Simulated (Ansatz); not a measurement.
**TiAs: experiment and calculation**

**Measured values to compare with.**

“Properties of Binary Transition-Metal Arsenides (TAs)”, 2012, arxiv:1205.3947 reports, for a powder of TiAs at 300 K: lattice constant a 3.64305 ± 0.00001 Å; lattice constant c 12.0555 ± 0.00005 Å.

The runs below are set against these values where they give the same quantity.

The calculation used Ansatz, DFT PBEsol, scalar-relativistic, plane waves, PAW.

Plane waves to 420 eV, a k mesh through Γ of 12×12×8 on the computed 4-atom cell and Gaussian smearing (0.10 eV); no spin polarisation.

Relaxed structure, symmetry kept:

```
Ti As
1.0
     3.60361    0.00000    0.00000
    -1.80180    3.12082    0.00000
     0.00000    0.00000    6.07771
Ti As
2 2
Direct
  0.00000 0.00000 0.50000
  0.00000 0.00000 0.00000
  0.66667 0.33333 0.75000
  0.33333 0.66667 0.25000
```

```
Space group                                                       : P6_3/mmc (No. 194)
Volume per atom                                                   : 17.09 Å³
Formation energy from the elements' standard states (uncorrected) : -0.969 eV/atom
Kohn–Sham band gap                                                : none (metal)
Density of states at the Fermi level                              : 3.38 states/eV per cell
Löwdin character within 0.5 eV of the Fermi level                 : Ti 3d 91 %
Bulk modulus                                                      : 124 GPa
Its pressure derivative                                           : 3.8
Bader charges (e)                                                 : Ti (2 in the cell) 1.29, As (2 in the cell) -1.29
```

A measured lattice constant a of TiAs is 3.64305 Å (300 K; powder; the paper above); the calculated 3.604 Å misses it by -1.1 %. The measured c of this compound is far from this cell's, so the row may belong to another stacking. Measured lattice constant c of TiAs: 12.0555 Å (300 K; powder; the paper above). This calculation gives 6.078 Å (-49.6 %). So large a difference can come from the functional (as between layers that it hardly binds), but also from another choice of axes, another phase or a misread value. The calculation is for 0 K without zero-point motion.